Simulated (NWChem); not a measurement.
phosphine (PH$_{3}$); SMILES P

```xyz
4

P      0.0000     0.0000     0.1529
H      0.4056    -1.1273    -0.6486
H     -1.1791     0.2124    -0.6486
H      0.7735     0.9150    -0.6486
```
Atoms are numbered in this order, from 1.

Coordinates come from a PBE-D3(BJ)/def2-SVP optimisation.

Task: Give the principal values of the shielding tensors (ppm) of P1 from PBE0/pcSseg-2, GIAO (NWChem), with their diamagnetic and paramagnetic parts as GIAO splits them.

Result: 
| atom | σ11 | σ22 | σ33 | isotropic | diamagnetic | paramagnetic |
|---|---|---|---|---|---|---|
| P1 | 534.4 | 596.3 | 596.3 | 575.6 | 966.0 | -390.4 |
